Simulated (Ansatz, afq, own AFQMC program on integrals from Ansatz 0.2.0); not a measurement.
AFQMC on a folder of integrals that Ansatz 0.2.0 wrote.

```yaml
crystal:
  periodic: [false, false, false]
  atoms:
    - {symbol: B, position_ang: [0.003417, -0.006580, -0.006517]}
    - {symbol: H, position_ang: [0.418102, 0.805916, 0.804136]}
    - {symbol: H, position_ang: [-0.420910, -0.814273, 0.803944]}
    - {symbol: H, position_ang: [-0.409395, 0.802067, -0.821960]}
    - {symbol: H, position_ang: [0.375552, -0.723138, -0.716224]}
basis:
  gaussian: {orbitals: 6-31G}
magnetization: {spin_polarized: true, initial_magnetization: 1}
correlation: {method: ccsd_t, electrons: outside_noble_gas, hamiltonian_folder: ham}
```

```sh
$ ansatz run in.yaml --threads 1 --pin off --events-out ev --progress --plain --max-ram 1382MiB
```

afq runs on the folder ham with

```
--method phaseless --trial cisd --walkers 200 --populations 1 --least-time 40 --time-step 0.005 --steps-per-block 50 --equilibration-blocks 28 --max-blocks 300 --target-error 0.00032 --factor-cut 1e-05 --start spin_pure --seed 2668 --release-times 0.24,0.51,0.99,1.62,2.4 --release-step 0.03 --release-every 4 --taylor-order 6
```

Times are imaginary, in 1/Eh. The walk had a cap of 521 s.

afq prints:

```
orbitals 16  electrons 4 3  factors 111 of 254
reference energy -26.84226321 Eh
CCSD correlation -0.09112212 Eh in 11 cycles, weight of the determinant in the CISD state 0.9419
energy of the start -26.933237 Eh
 block  time / (1/Eh)  mean weight  energy / Eh
     1     0.250  1.0000  -26.932857
     2     0.500  1.0011  -26.933218
     3     0.750  0.9999  -26.933578
     4     1.000  0.9999  -26.934581
     5     1.250  0.9995  -26.934703
    10     2.500  0.9997  -26.935681
    29     7.250  0.9996  -26.935261
    49    12.250  1.0006  -26.935571
    69    17.250  0.9998  -26.934632
    89    22.250  1.0008  -26.934815
   109    27.250  0.9996  -26.934654
   129    32.250  1.0006  -26.935030
   133    33.250  1.0002  -26.935833
   149    37.250  0.9999  -26.934458
   153    38.250  1.0002  -26.934317
   169    42.250  0.9999  -26.935149
   185    46.250  0.9998  -26.935161
blocks merged  error / Eh  count
     1  0.000035  160
     2  0.000044  80
     4  0.000054  40
     8  0.000062  20
    16  0.000070  10
released: time / (1/Eh)  energy / Eh  error  mean overlap
  0.24  -26.935218  0.000055  1.0021
  0.51  -26.935293  0.000053  1.0019
  0.99  -26.935321  0.000060  1.0059
  1.62  -26.935460  0.000055  1.0088
  2.40  -26.935450  0.000071  1.0098
energy -26.935089 +/- 0.000062 Eh
(rows thinned)
```

The run passed its tests (sampling time, drift between the halves within three errors, error under three times the target), which doesn't prove that it has relaxed.

Against this walk (error 1.7 meV) on the same determinant: CCSD(T) 4.9 meV higher, CCSDT(Q) 10.0 meV lower, CCSDTQ 10.3 meV lower, full CI 10.3 meV lower. The error is statistical and leaves out the bias of the constraint. Released to 2.40 1/Eh the energy lies 10 ± 3 meV (both errors) below the phaseless value, which shows part or all of the bias of the constraint, and full CI lies 0.5 meV below the released value. Full CI is exact here, so the walk's 10 meV above it is the walk's own error: the bias of the constraint with this trial.

Cautions: constraint bias not in the error.

The walk took 5 min on 1 thread of AMD EPYC (Zen 3), on a shared host. The log's last line is the phaseless energy.

CCSDT and higher add their correlation energy to the determinant of the CCSD(T) run, since their own runs factorise the integrals more tightly (a shift of under 2 meV). A walk keeps the symmetry of its determinant, which the program's search chose and which needn't be the lowest solution, so a lower state of the same spin and another symmetry isn't excluded.
